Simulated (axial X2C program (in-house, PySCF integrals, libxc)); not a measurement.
Worked dissociation energy of C₂⁻: PBE0, without spin–orbit coupling

All values were computed with an axial X2C code built on PySCF integrals. Spin-free means the one-electron spin-free X2C Hamiltonian. Basis: C dyall-av3z [8s7p3d2f] (cores contracted in-house); Gaussian nuclei, density fitting, unrestricted open shells. Masses: C 12.000 u.

Molecular state: M_S = 1/2, Λ = 0 (beyond evenly filled blocks: σα).

| Property | Result |
| --- | --- |
| E(C-) (2M_S = 3, M_L = 0) | -37.874909 hartree |
| E(C) (2M_S = 2, M_L = 0) | -37.822682 hartree |
| E(C₂⁻) at Re | -75.996995 hartree |
| ωe | 1857.1 cm⁻¹ |
| ωexe | 10.7 cm⁻¹ |

Task: Work out De and D0.

Result: De = -37.874909 + (-37.822682) − (-75.996995) = 0.29940 hartree = 8.147 eV. The zero-point energy is ωe/2 − ωexe/4 = 926 cm⁻¹ = 0.115 eV, so D0 = 8.032 eV.

The state is a single determinant with fixed occupations, the lowest that a limited PBE0 search found. Dissociation energies refer to the lowest single-determinant-based atoms at the same level and basis. PBE0 can misorder states that lie within some tenths of an eV, so this need not be the ground state of the molecule. The nearest other spin-free determinant of the search, M_S = 1/2, Λ = 1, lies 0.47 eV up at the distance of the search.

Each atomic determinant is the lowest at this level and need not be a pure term. Totals compare only within one Hamiltonian and basis.
